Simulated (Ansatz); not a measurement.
**Si2BH7: basis-set convergence**

Aim: see how fast density functionals converge with the basis set for Si2BH7.

Program: Ansatz 0.2.0, Gaussian basis. Level of theory: one geometry, several basis sets. These are calculated values, not measurements.

Plan: PBE0-D4/def2-SVP; ωB97M-V/def2-SVP; PBE0-D4/def2-QZVPP; ωB97M-V/def2-QZVPP; the functionals' def2-TZVPP values are taken from earlier runs.

**1. The relaxed structure**

The geometry comes from an earlier relaxation with PBE0-D4 in a triple-zeta def2 set; it is a stationary point, not always the lowest conformer.

SMILES `[SiH3]B[SiH3]`, 10 atoms, charge 0, spin multiplicity 1.

Atoms are counted from 1 here; the program's logs count them from 0.

Bond lengths: Si1–B2 2.006 Å, Si1–H4 1.495 Å, Si1–H5 1.489 Å, Si1–H6 1.488 Å, B2–Si3 2.006 Å, B2–H7 1.198 Å, Si3–H8 1.495 Å, Si3–H9 1.488 Å, Si3–H10 1.489 Å. Angles: B2–Si1–H4 104.9°, B2–Si1–H5 113.2°, B2–Si1–H6 114.2°, H4–Si1–H5 107.7°, H4–Si1–H6 107.8°, H5–Si1–H6 108.6°, Si1–B2–Si3 124.9°, Si1–B2–H7 117.4°, Si3–B2–H7 117.3°, B2–Si3–H8 105.0°, B2–Si3–H9 114.3°, B2–Si3–H10 113.0°, H8–Si3–H9 107.8°, H8–Si3–H10 107.7°, H9–Si3–H10 108.6°.

**2. PBE0-D4 in def2-SVP**

Input file in.yaml:

```yaml
crystal:
  periodic: [false, false, false]
  atoms:
    - {symbol: Si, position_ang: [-1.227908, 1.011641, -0.794536]}
    - {symbol: B, position_ang: [0.497432, 0.009617, -0.588293]}
    - {symbol: Si, position_ang: [1.087800, -0.927564, 1.084188]}
    - {symbol: H, position_ang: [-2.189943, 0.011111, -1.351175]}
    - {symbol: H, position_ang: [-1.137667, 2.140774, -1.761275]}
    - {symbol: H, position_ang: [-1.792518, 1.523651, 0.483223]}
    - {symbol: H, position_ang: [1.170717, -0.137731, -1.568434]}
    - {symbol: H, position_ang: [0.633577, -2.342354, 0.916393]}
    - {symbol: H, position_ang: [0.474058, -0.397130, 2.331383]}
    - {symbol: H, position_ang: [2.567552, -0.943214, 1.251626]}
basis:
  gaussian: {orbitals: def2-SVP}
hamiltonian: {xc: pbe0, dispersion: d4}
output: {orbitals: {seedname: orbitals}}
```

Command:

```
ansatz run in.yaml --threads 2 --pin off --events-out ev --progress --plain --max-ram 4352MiB
```

After this run come: ωB97M-V in def2-SVP; PBE0-D4 in def2-QZVPP; ωB97M-V in def2-QZVPP.

Before running them: what should the planned runs give, taken together? Wanted: PBE0-D4: double and triple zeta above quadruple; ωB97M-V: double and triple zeta above quadruple.

The runs gave:

```
                                       quantity          value
PBE0-D4: double and triple zeta above quadruple  6.86, 0.58 eV
ωB97M-V: double and triple zeta above quadruple  6.98, 0.54 eV
```

**Reading.** PBE0-D4 gains 6.28 eV from double to triple zeta, then 0.58 eV more. These are total energies; as a rule much of such shifts cancels in differences, which this series doesn't test.
